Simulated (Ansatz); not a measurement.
# CHBSi (quintet): from Hartree-Fock to the top rungs, def2-QZVPP

One table from this session's results is given with a row withheld; the runs are named, their logs left out.

Computed with Ansatz 0.2.0, Gaussian basis. Level: def2-QZVPP, core rule «outside noble gas», up to 7 orbitals frozen.

To be run: UHF; ROHF; CCSD(T) on UHF.

2 further runs of the same task are left out: 2 set aside as unsound or not needed.

**The geometry**

The geometry is a PBE0/def2-TZVP stationary point (not a proven minimum) of the parent state, kept for this charge and spin.

4 atoms, charge 0, spin multiplicity 5.

Atoms are counted from 1 here; the program's logs count them from 0.

Bond lengths: B1–Si2 1.833 Å, B1–H4 1.178 Å, Si2–C3 1.800 Å. Angles: Si2–B1–H4 180.0°, B1–Si2–C3 180.0°.

Set-up of the first run:

in.yaml reads:

```yaml
crystal:
  periodic: [false, false, false]
  atoms:
    - {symbol: B, position_ang: [0.000000, 0.000000, 1.071900]}
    - {symbol: Si, position_ang: [0.000000, 0.000000, -0.760700]}
    - {symbol: C, position_ang: [0.000000, 0.000000, -2.560900]}
    - {symbol: H, position_ang: [0.000000, 0.000000, 2.249700]}
basis:
  gaussian: {orbitals: "def2-QZVPP.json"}
magnetization: {spin_polarized: true, initial_magnetization: 4}
hamiltonian: {xc: hf}
output: {orbitals: {seedname: orbitals}}
```

On the command line:

```
ansatz run in.yaml --threads 1 --pin off --events-out ev --progress --plain --max-ram 2393MiB
```

Among the steps run: UHF; ROHF; CCSD(T) on UHF.

One of the session's tables, all rows but one given; the rest of the session is left out.

| method | from UCCSD(T) (kJ/mol) |
| --- | --- |
| ROHF | +897.8 |
| UHF | +872.5 |
| UMP2 | ? |
| UCCSD | +47.3 |
| UCCSD(T) | 0 |

**Question.** Estimate the row for UMP2.

**Answer.** from UCCSD(T) (kJ/mol): +141.3. In the column «from UCCSD(T) (kJ/mol)» it lies between UCCSD (+47.3) and UHF (+872.5).
